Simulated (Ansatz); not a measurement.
Volume per atom of some elemental solids other than molecular ones

Method: r²SCAN in Ansatz (plane waves, PAW). References are measured values corrected to a static lattice. The table is a random draw of 10 from 14 solids with such references.

Values in Å³/atom.

| solid | reference | r²SCAN | error (%) |
|---|---|---|---|
| body-centred tetragonal In | 25.70¶ | 26.26 | +2.2 |
| hcp Co | 10.96¶ | 10.64 | -2.9 |
| hcp Re | 14.62¶ | 14.70 | +0.5 |
| hcp Tl | 27.99¶ | 30.14 | +7.7 |
| hcp Y | 32.95¶ | 33.48 | +1.6 |
| hcp Mg | 22.65¶ | 22.57 | -0.4 |
| hcp Zn | 14.86¶ | 14.47 | -2.6 |
| hcp Zr | 23.18¶ | 23.50 | +1.4 |
| hcp Os | 13.85¶ | 14.02 | +1.2 |
| hcp Sc | 24.77¶ | 24.92 | +0.6 |

Over these 10 solids the mean error is +0.9 %, the mean absolute error 2.1 % (median 1.5 %), and the worst case hcp Tl at +7.7 %; the value is too high in 7 of 10 cases. Over all 14, from unrounded values, the mean error is +1.0 % and the mean absolute error 2.0 % (median 1.3 %).

All these references are brought to a static lattice.

Spin–orbit coupling is left out, also for the solids with elements from indium on (body-centred tetragonal In, hcp Re, hcp Tl, hcp Os); its size isn't shown.

¶ marks references of a special kind: body-centred tetragonal In, 25.70 Å³/atom (measured, copied from a table, unchecked, extrapolated to 0 K and zero-point effects removed; as tabulated in Lejaeghere et al. (2013), arXiv:1204.2733); hcp Co, 10.96 Å³/atom (measured, copied from a table, unchecked, extrapolated to 0 K and zero-point effects removed; as tabulated in Lejaeghere et al. (2013), arXiv:1204.2733); hcp Re, 14.62 Å³/atom (measured, copied from a table, unchecked, extrapolated to 0 K and zero-point effects removed; as tabulated in Lejaeghere et al. (2013), arXiv:1204.2733); hcp Tl, 27.99 Å³/atom (measured, copied from a table, unchecked, extrapolated to 0 K and zero-point effects removed; as tabulated in Lejaeghere et al. (2013), arXiv:1204.2733); hcp Y, 32.95 Å³/atom (measured, copied from a table, unchecked, extrapolated to 0 K and zero-point effects removed; as tabulated in Lejaeghere et al. (2013), arXiv:1204.2733); hcp Mg, 22.65 Å³/atom (measured, copied from a table, unchecked, extrapolated to 0 K and zero-point effects removed; as tabulated in Lejaeghere et al. (2013), arXiv:1204.2733); hcp Zn, 14.86 Å³/atom (measured, copied from a table, unchecked, extrapolated to 0 K and zero-point effects removed; as tabulated in Lejaeghere et al. (2013), arXiv:1204.2733); hcp Zr, 23.18 Å³/atom (measured, copied from a table, unchecked, extrapolated to 0 K and zero-point effects removed; as tabulated in Lejaeghere et al. (2013), arXiv:1204.2733); hcp Os, 13.85 Å³/atom (measured, copied from a table, unchecked, extrapolated to 0 K and zero-point effects removed; as tabulated in Lejaeghere et al. (2013), arXiv:1204.2733); hcp Sc, 24.77 Å³/atom (measured, copied from a table, unchecked, extrapolated to 0 K and zero-point effects removed; as tabulated in Lejaeghere et al. (2013), arXiv:1204.2733).

Differences are worked out from the printed values.

Ansatz's density-functional and Hartree–Fock values are scalar-relativistic unless marked +SOC, with PAW data made under PBE.

Ansatz's runs of these crystals have no spin polarisation, but for hcp Co. Meta-GGAs and exact exchange favour moments, which can bear on hcp Co, hcp Y, hcp Sc.

Density-functional runs with spin start from parallel moments for hcp Co.

Not in this set, of the elemental solids other than molecular ones with a reference value in our tables and a result at some level: 2 for a published cell of unstated conditions; 2 for a reference at room or unstated temperature; 2 for a cell known from the COD alone. These can be a level's best or worst cases. Solids without a released value at any level aren't counted. Cubic solids are told by their lattice constant and aren't counted here. Layered and molecular crystals are counted apart. The metals Ce to Yb are counted apart.

References as tabulated in Lejaeghere et al. (2013), arXiv:1204.2733.

Ansatz is a first-principles code.
